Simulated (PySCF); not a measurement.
**Identify the compound**

The spectra below were simulated for a compound C3H7N.

¹H NMR (400 MHz, computed): δ 2.03 (tt, J = 8.1, 4.4 Hz, 1H), 0.51 (m, 2H), 0.01 (br s, 2H), -0.08 (m, 2H).

¹³C{¹H} NMR (computed): δ 27.1 (CH), 10.0 (CH2, 2C).

In vacuum, no relativistic terms, averaged over atoms made equivalent by symmetry, fast rotation or ring inversion, a single conformation. J: B3LYP/pcJ-1 (spin–dipole term only in couplings to heteroatoms); GIAO PBE0/pcSseg-1 shieldings; PBE0-D3(BJ)/def2-SVP geometry; PySCF 2.14.0 with density-fitted response routines.

Scale: ¹H and ¹³C vs TMS (reference shieldings calculated alike).

**Question.** Choose the structure that fits.
A. NC1CC1
B. CC(C)=N
C. C/C=N\C

**Answer.** A. 

- The formula gives 1 degree of unsaturation (1 ring in the answer).
- 2 carbon signals for 3 carbons: some carbons are equivalent by symmetry or fast rotation.
- Carbon types of the structure: 1 × CH, 2 × CH2, leaving 2 H on heteroatoms.
- δC 27.1, 10.0: three-membered-ring carbon.
- δH 2.03, 0.51, -0.08: hydrogen on a three-membered-ring carbon.
- δH 0.01: hydrogen on an amine nitrogen; labile proton, position sensitive to the medium.

The others: C/C=N\C would give 3 carbon signals, not 2; CC(C)=N would give 3 carbon signals, not 2.

OH and NH positions are those of a molecule without intermolecular hydrogen bonds; in solution they move with solvent, concentration and temperature, and exchange usually removes their couplings. Splittings below 1 Hz are ignored in the labels, and close J values are merged. Couplings among chemically equivalent protons are left out too, so labels in AA′BB′ or AA′XX′ sets are apparent multiplicities. Unscaled 3J(H,H) at this level run about 10 % above measured values. Shifts are as computed. Against solution values, carbons near 30 ppm lie about +2 ppm off and those near 130 ppm about +5 ppm. Of 1211 compounds with measured shifts, 218 miss one by over three times the rms of a fit or turn the order of signals round; such compounds aren't used in these exercises. Couplings to exchangeable protons are dropped.
